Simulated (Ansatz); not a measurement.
hcp Co, treated with PBEsol (Ansatz, a first-principles code, plane waves, PAW).

Settings: plane-wave cutoff 520 eV, 30×30×16 k mesh (along the axes of the cell as run), Fermi–Dirac smearing 0.041 eV (set by the program), spin-polarised with parallel moments, scalar-relativistic PAW data made under PBE.

Computed at the level's own relaxed cell.

```yaml
crystal:
  lattice:
    - [2.45669, 0.00000, 0.00000]
    - [-1.22834, 2.12755, 0.00000]
    - [0.00000, 0.00000, 3.96936]
  atoms:
    - { symbol: Co, position: [0.66667, 0.33333, 0.75000] }
    - { symbol: Co, position: [0.33333, 0.66667, 0.25000] }
```

Question: Give the elastic tensor (Voigt notation, GPa, ions relaxed, in the Cartesian axes of the cell as printed).

Answer: 
```
  421.0   194.3   132.1     0.0     0.0     0.0
  194.3   421.0   132.1     0.0     0.0     0.0
  132.1   132.1   467.5     0.0     0.0     0.0
    0.0     0.0     0.0   111.4     0.0     0.0
    0.0     0.0     0.0     0.0   111.4     0.0
    0.0     0.0     0.0     0.0     0.0   113.4
```

Measured, for comparison: elastic constant C11 306 GPa, elastic constant C12 165 GPa, elastic constant C44 75 GPa, elastic constant C33 357 GPa, elastic constant C13 102 GPa (temperature not stated, no zero-point or thermal correction; as tabulated in Steinle-Neumann et al. (1999), arXiv:cond-mat/9904431). Computed (rounded) less measured: elastic constant C11 +38 %, elastic constant C12 +18 %, elastic constant C44 +48 %, elastic constant C33 +31 %, elastic constant C13 +29 %.

Static lattice: no zero-point or thermal effects.
